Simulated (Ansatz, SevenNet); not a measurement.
For LiTaO3 (R3c, No. 161), the machine-learned potential SevenNet-l3i5 (trained on PBE and PBE+U data) gives:

- lattice constant a: 5.209 Å
- lattice parameter c: 13.936 Å

### Question
What does HSE06 in Ansatz (PAW) give for the same quantities?

### Answer

- lattice constant a: 5.139 Å (decreases by 1.3 %)
- lattice parameter c: 13.777 Å (drops by 1.1 %)

Changes are worked out from the printed values.

Unless a cell is named, each level is at its own relaxed cell (SevenNet-l3i5 10.91, HSE06 10.50 Å³/atom).

Levels without +SOC leave out spin–orbit coupling, which shifts energies and cells of such heavy elements.

Ansatz's density-functional and Hartree–Fock values are scalar-relativistic unless marked +SOC, with PAW data made under PBE.

Ansatz is an electronic-structure program.
